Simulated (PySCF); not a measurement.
Species: 4-methylthiazole (`Cc1cscn1`). The columns A, B, C and D hold Mulliken, IAO, Hirshfeld and ESP-fitted charges (e) of one PBE0/pcSseg-1 density (PySCF), in a shuffled order. Coordinates in Å (PBE0-D3(BJ)/def2-SVP); the density's dipole moment is (-0.05, 1.18, 0.47) D.

```json
{"atom": "C1", "x": "-1.623", "y": "-0.021", "z": "-0.396", "A": "-0.115", "B": "-0.832", "C": "-0.144", "D": "-0.420"}
{"atom": "C2", "x": "-0.176", "y": "0.008", "z": "-0.038", "A": "+0.035", "B": "+0.649", "C": "+0.005", "D": "+0.098"}
{"atom": "C3", "x": "0.491", "y": "1.056", "z": "0.547", "A": "-0.100", "B": "-0.472", "C": "-0.321", "D": "-0.361"}
{"atom": "S4", "x": "2.145", "y": "0.657", "z": "0.777", "A": "+0.097", "B": "+0.036", "C": "+0.224", "D": "+0.315"}
{"atom": "C5", "x": "1.832", "y": "-0.891", "z": "0.074", "A": "-0.009", "B": "+0.040", "C": "-0.040", "D": "-0.160"}
{"atom": "N6", "x": "0.607", "y": "-1.088", "z": "-0.297", "A": "-0.176", "B": "-0.510", "C": "-0.383", "D": "-0.285"}
{"atom": "H7", "x": "-2.125", "y": "0.915", "z": "-0.117", "A": "+0.048", "B": "+0.200", "C": "+0.116", "D": "+0.146"}
{"atom": "H8", "x": "-1.748", "y": "-0.178", "z": "-1.478", "A": "+0.050", "B": "+0.232", "C": "+0.139", "D": "+0.160"}
{"atom": "H9", "x": "-2.127", "y": "-0.857", "z": "0.113", "A": "+0.050", "B": "+0.234", "C": "+0.138", "D": "+0.160"}
{"atom": "H10", "x": "0.092", "y": "2.023", "z": "0.848", "A": "+0.056", "B": "+0.251", "C": "+0.127", "D": "+0.174"}
{"atom": "H11", "x": "2.634", "y": "-1.625", "z": "-0.035", "A": "+0.063", "B": "+0.172", "C": "+0.141", "D": "+0.174"}
```

Question: Which column most likely holds the ESP-fitted charges?

Answer: B. Σ q r misses the density's dipole by 0.04 D (B), 0.64 D (A), 0.70 D (C), 1.34 D (D). Charges fitted to the outside potential are the only set here that is tied to the molecule's multipoles.

Question: And the Hirshfeld charges?

Answer: A. The mean sizes are 0.073 e (A), 0.162 e (C), 0.223 e (D), 0.330 e (B), and Hirshfeld charges are commonly the smallest of these schemes.

As computed, A = Hirshfeld, B = ESP-fitted, C = Mulliken, D = IAO. Hydrogens on carbon: Hirshfeld +0.05 to +0.06, ESP-fitted +0.17 to +0.25, Mulliken +0.12 to +0.14, IAO +0.15 to +0.17 e.

The Hirshfeld scheme divides the density at each point in proportion to the densities of the neutral, spherically averaged free atoms. The ESP scheme is a least-squares fit of atom-centred charges to the potential on four shells outside the van der Waals surface, with the total charge fixed.

Isolated species at its PBE0-D3(BJ)/def2-SVP geometry, gas phase.
